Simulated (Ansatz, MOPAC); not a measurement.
Process, species as SMILES: C(C=O)=O + 5 [H][H] (H2) -> 2 C (CH4) + 2 O (H2O)

Wanted: energy of full hydrogenation (enthalpy at 298 K), in kcal/mol. Terms: non-relativistic; 6-31G* and kin with 6d, 5d where marked; dispersion terms only where a functional's name holds one; no spin-orbit coupling. First-principles rows: single points at B3LYP-D3(BJ) geometries (Ansatz, a program for electronic structure), with unscaled harmonic terms from B3LYP/6-31G* (Ansatz) at its own minima. Semi-empirical rows: MOPAC heats of formation at their own minima for 298 K.

| species | coefficient | E at B3LYP/6-31G* (Ansatz), Eh | E at PBE/def2-TZVPD (Ansatz), Eh | H(298 K) - E, kcal/mol | heat of formation at AM1 (MOPAC), kcal/mol |
|---|---|---|---|---|---|
| O=CC=O | -1 | -227.81837 | -227.66833 | 26.55 | -58.75 |
| [H][H] (H2) | -5 | -1.17549 | -1.16589 | 8.44 | -5.18 |
| C (CH4) | +2 | -40.51834 | -40.46301 | 30.76 | -8.79 |
| O (H2O) | +2 | -76.40884 | -76.38111 | 15.65 | -59.25 |

Measured values: Active Thermochemical Tables 1.112 (ions: stationary electron), as tabulated in the package chemicals; they hold spin-orbit and core effects, anharmonicity and other conformers.  Value to compare with, the measured value: -100.5 kcal/mol. 1 Eh = 627.5095 kcal/mol.

Problem. Work the quantity out at each level, and compare with the measured value.

Solution. 
- B3LYP/6-31G*: the sum of coefficient times E is -0.15854 Eh, or -99.49 kcal/mol; the thermal terms add 24.07. Result: -75.4 kcal/mol. Its error against the measured value is 25.1 kcal/mol.
- PBE/def2-TZVPD: the sum of coefficient times E is -0.19046 Eh, or -119.52 kcal/mol; the thermal terms add 24.07. Result: -95.4 kcal/mol. Its error against the measured value is 5.1 kcal/mol.
- AM1: the sum of coefficient times heat of formation is -51.43 kcal/mol; it needs no thermal term. Its error against the measured value is 49.1 kcal/mol.
